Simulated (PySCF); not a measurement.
**How the method changes the constants of LiAl⁺**

State: ²Σ⁺ (doublet), unpaired electrons σ ↑. Set-up: Li def2-SVPD, Al def2-SVPD; no relativity (PySCF 2.14). De refers to Li⁺ + Al in their high-spin ground configurations, without counterpoise correction. The functionals are run spin-unrestricted. A positive dipole points towards Al; it is taken about the centre of mass and depends on that origin.

```csv
Level,Re (Å),ωe (cm⁻¹),De (eV),μ (D)
UHF,3.119,206,1.12,-7.31
UHF-MP2,3.136,201,1.08,n/a
UHF-SCS-MP2,3.140,200,1.08,n/a
UHF-CCSD,3.142,201,1.06,n/a
UHF-CCSD(T),3.141,201,1.06,n/a
PBE,3.120,195,1.24,-6.87
TPSS,3.071,209,1.20,-7.02
r²SCAN,3.118,203,1.11,-7.26
PBE0,3.085,205,1.20,-6.98
B97-3,3.065,211,1.13,-7.06
M06,3.051,214,1.15,-7.05
CAM-B3LYP,3.024,217,1.22,-6.92
```

Task: Which functional lies closest to UHF-CCSD(T) in De, which farthest, and by how much do they differ from it?

Result: Closest is r²SCAN (-2.3 pm in Re, +1.0 % in ωe, +0.05 eV in De against UHF-CCSD(T) in the same basis), farthest PBE (-2.1 pm in Re, -3.0 % in ωe, +0.18 eV in De). CCSD(T) converges more slowly with the basis than the functionals do and binds too weakly in this one, so the order can change at the basis-set limit.

Task: What does second-order correlation do here, going from UHF to UHF-MP2?

Result: UHF-MP2 less UHF: +1.7 pm in Re, -2.4 % in ωe, -0.04 eV in De. The bond lengthens, as in strong covalent bonds, where excitations into antibonding orbitals dominate.

Task: What does the triples do here, going from UHF-CCSD to UHF-CCSD(T)?

Result: UHF-CCSD(T) less UHF-CCSD: -0.1 pm in Re, +0.0 % in ωe, +0.00 eV in De. The bond length hardly moves.

Correlated steps freeze 5 core orbitals. Correlated levels converge slowly with the basis: in double zeta they bind strong bonds too weakly, by up to about 1 eV, and carry superposition errors of some tenths. For an ion De counts to the pair picked by the measured ionisation energies or electron affinities, which need not be the lowest pair at this level. The state is the lowest determinant that a PBE0 search found; another state may lie lower at other levels.

The whole job (state search and all levels along the bond) took about 0.72 min on 1 thread of Arm Neoverse V2 (shared host), peak memory 0.41 GiB.
